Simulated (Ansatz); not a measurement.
`CCC(C)(C)Cl`, relaxed with RKS PBE0-D4/def2-TZVP in Ansatz 0.2.0 from a PBE-D4/def2-SVP geometry. The force threshold is 0.005 eV/Å; the program also tests the step.

Total charge 0; spin multiplicity 1.

Start:

```xyz
17

C    -1.272    0.747    1.481
C    -1.034   -0.118    0.244
C     0.434   -0.369   -0.146
C     0.521   -1.272   -1.376
C     1.236    0.918   -0.339
Cl    1.232   -1.298    1.248
H    -0.912    1.786    1.341
H    -2.353    0.801    1.717
H    -0.750    0.319    2.360
H    -1.519   -1.108    0.378
H    -1.521    0.347   -0.643
H    -0.025   -2.221   -1.211
H     1.575   -1.514   -1.617
H     0.072   -0.758   -2.252
H     0.779    1.524   -1.150
H     1.256    1.528    0.584
H     2.281    0.687   -0.621
```

Problem. How much energy does the relaxation release, and in how many steps? (Best estimate.)

Solution. Computed: 6.88 kJ/mol, in 4 steps.

Problem. Which bonds change most? (An estimate is asked.)

Solution. Ansatz gave: C3–Cl6 from 1.856 to 1.823 Å; C5–H16 from 1.106 to 1.090 Å; C1–H7 from 1.109 to 1.092 Å; C1–H9 from 1.108 to 1.092 Å.

Problem. Give the relaxed structure. (Estimate.)

Solution. The calculation gave: 
```xyz
17

C    -1.258    0.746    1.462
C    -1.021   -0.127    0.245
C     0.436   -0.376   -0.134
C     0.517   -1.257   -1.365
C     1.222    0.906   -0.328
Cl    1.226   -1.296    1.227
H    -0.899    1.766    1.310
H    -2.326    0.806    1.681
H    -0.757    0.337    2.341
H    -1.499   -1.101    0.388
H    -1.497    0.326   -0.633
H    -0.023   -2.193   -1.211
H     1.554   -1.491   -1.610
H     0.069   -0.736   -2.216
H     0.755    1.503   -1.118
H     1.252    1.501    0.584
H     2.248    0.685   -0.625
```
